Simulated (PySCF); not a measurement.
Compound: cyclobutanol, C₄H₈O.
Cartesian coordinates in Å at the PBE0-D3(BJ)/def2-SVP level; atoms count from 1:
```
atom  x, y, z in Å
O1     1.554   -1.018   -0.173
C2     0.477   -0.432    0.487
C3     0.157    1.062    0.266
C4    -1.333    0.672    0.231
C5    -0.898   -0.770   -0.092
H6     2.365   -0.755    0.276
H7     0.495   -0.656    1.574
H8     0.514    1.361   -0.732
H9     0.500    1.798    1.010
H10   -1.981    1.187   -0.493
H11   -1.798    0.746    1.226
H12   -1.459   -1.613    0.339
H13   -0.797   -0.924   -1.178
```

Computed with PySCF at CAM-B3LYP/def2-SVPD, non-relativistic, on one gas-phase PBE0-D3(BJ)/def2-SVP geometry that isn't relaxed in the solvent. The solvent is an IEF-PCM continuum (Bondi radii, 1.10 Å for H, scaled by 1.2). Only the electrostatic response of the medium enters.

Gas phase at CAM-B3LYP/def2-SVPD: HOMO -9.12 eV, LUMO 1.23 eV, dipole 1.57 D.

**Question.** What does the continuum do to the energy, the frontier levels and the dipole at CAM-B3LYP/def2-SVPD in benzene and chloroform?

**Answer.** 
| solvent | ε | E(solvent) − E(gas) (kcal/mol) | polarisation term (kcal/mol) | distortion of the solute (kcal/mol) | HOMO (eV) | LUMO (eV) | dipole (D) |
| --- | --- | --- | --- | --- | --- | --- | --- |
| benzene | 2.271 | -2.02 | -2.14 | 0.12 | -9.09 | 1.38 | 1.78 |
| chloroform | 4.711 | -3.25 | -3.59 | 0.34 | -9.09 | 1.45 | 1.93 |

The first energy column is the sum of the next two and covers electrostatics alone. From benzene to chloroform the lowering changes by a factor 1.61, Onsager's factor (ε − 1)/(2ε + 1) by 1.55 and ε itself by 2.1.

**Question.** Which radius a makes the point-dipole formula ΔE = −[(ε − 1)/(2ε + 1)]·μ²/a³ give the value in chloroform, with the gas-phase dipole?

**Answer.** μ = 0.618 au and |ΔE| = 0.00518 Eh give a = 1.57 Å; the farthest nucleus lies 2.66 Å from the centroid of the nuclei, so such a sphere wouldn't even hold the nuclei. The formula assumes a rigid point dipole at the centre of a sphere.

**Question.** Give the dipole vector in the frame of the coordinates (D, pointing from negative to positive charge), gas and chloroform.

**Answer.** Gas (0.12, 0.97, 1.23), solvent (0.16, 1.18, 1.52). Its length changes by +23 % and its direction by less than 1°.

**Question.** How does the static polarisability (CAM-B3LYP/def2-SVPD, frozen core, with the continuum's full static response) change?

**Answer.** 
| medium | isotropic (au) | principal values (au) | ⟨r²⟩ of the electrons (bohr²) |
| --- | --- | --- | --- |
| gas | 51.8 | 47.2, 52.3, 55.9 | 411.0 |
| benzene | 58.6 | 53.9, 59.3, 62.6 | 410.9 |
| chloroform | 63.2 | 58.9, 64.0, 66.8 | 410.9 |

The isotropic value in chloroform is 1.22 times the gas-phase one; no cavity-field correction is applied. ⟨r²⟩ is taken about the centre of nuclear charge.

The run took about 40 s of CPU time (one thread, shared machine). This is the whole response run at CAM-B3LYP/def2-SVPD in chloroform, SCF included.
